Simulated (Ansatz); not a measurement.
```yaml
crystal:
  periodic: [false, false, false]
  atoms:
    - {symbol: Al, position_ang: [-2.467668, -0.140391, -0.001771]}
    - {symbol: Al, position_ang: [0.066897, 0.273430, 0.002299]}
    - {symbol: Ge, position_ang: [2.400770, -0.133040, -0.000528]}
basis:
  gaussian: {orbitals: def2-TZVP}
hamiltonian: {xc: pbe0}
relax: {f_tol: 0.004, max_steps: 80}
```

```sh
$ ansatz run in.yaml --threads 1 --pin off --events-out ev --progress --plain --max-ram 2176MiB
```

Steps of the relaxation (energy above the last step; positions in Å, forces in eV/Å):

```
3
step 1, 119.8 meV
Al   -2.468   -0.140   -0.002   -0.970   -0.167   -0.002
Al    0.067    0.273    0.002    0.138    0.321    0.003
Ge    2.401   -0.133   -0.001    0.832   -0.154   -0.001
```

```
3
step 2, 7.4 meV
Al   -2.587   -0.152   -0.002   -0.178   -0.027    0.000
Al    0.088    0.293    0.002    0.170    0.025    0.000
Ge    2.499   -0.141   -0.001    0.009    0.002    0.000
```

```
3
step 3, 3.7 meV
Al   -2.609   -0.152   -0.002   -0.045   -0.002    0.000
Al    0.098    0.292    0.002    0.046   -0.004    0.000
Ge    2.511   -0.140   -0.001   -0.001    0.006    0.000
```

```
3
step 10, 0.0 meV
Al   -2.659   -0.018   -0.001    0.000    0.000    0.000
Al    0.105    0.006    0.000   -0.002    0.000    0.000
Ge    2.554    0.012    0.001    0.001    0.000    0.000
```

```
3
step 11, 0.0 meV
Al   -2.659   -0.015   -0.001    0.000    0.000    0.000
Al    0.105    0.001    0.000    0.001    0.000    0.000
Ge    2.554    0.015    0.001    0.000    0.000    0.000
```

Close pairs at the end: Al2–Ge3 2.449 Å, Al1–Al2 2.764 Å.

A stationary point of restricted PBE0 after 11 steps (its stability towards spin polarisation wasn't tested); no frequencies were run, so it isn't proven a minimum. 4.2 min on 1 thread of Arm Neoverse V1, shared host.
